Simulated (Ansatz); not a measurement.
Name a neutral molecule of C, N, S and H with HOMO–LUMO gap (PBE0/def2-TZVPP) between 6.10 and 6.40 eV and size of the dipole moment (ωB97M-V/def2-TZVPP) between 1.30 and 1.60 D (Ansatz, PBE0-D4/def2-TZVP geometry).

`Cc1cscn1` (6.34 eV, 1.35 D); `c1cnsn1` (6.33 eV, 1.44 D); `Cc1nccs1` (6.35 eV, 1.32 D). Other molecules can fit too; these were computed, each in one conformer that needn't be the lowest.
